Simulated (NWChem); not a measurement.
# Correlation energy of N$_{2}$ (+1)

```
N
N 1 1.1133
```
Charge +1, spin multiplicity 2.

The numbers come from NWChem runs, not from measurements. Structure: optimised with UB3LYP/def2-SVP, a minimum by its harmonic frequencies.

Basis set: def2-SVP. Each correlation energy counts from its own Hartree-Fock reference.

The correlated methods keep 2 core orbitals frozen. The structure started from a generated list of species. The unpaired electrons of the parent sit in orbitals of symmetry ag (D2h labels of the run); other states weren't searched. No SCF solution was tested for a lower state. Open-shell Hartree-Fock references start from PBE0 orbitals. No row is a measurement; the coupled-cluster row has its own basis-set and correlation limits.

| method | correlation energy (mHa) |
|---|---|
| UMP2 | -339.8 |
| SCS-UMP2 | -327.4 |
| CCSD on UHF | -330.1 |
| CCSD[T] on UHF | [?] |
| CCSD(T) on UHF | -347.7 |
| CCSD on ROHF | [?] |
| CCSD[T] on ROHF | -359.5 |
| CCSD(T) on ROHF | [?] |
| CCSDT on ROHF | -357.6 |

Problem. Complete the blanks.

Solution. 
- CCSD[T] on UHF, correlation energy (mHa): -349.7
- CCSD on ROHF, correlation energy (mHa): -339.3
- CCSD(T) on ROHF, correlation energy (mHa): -358.1
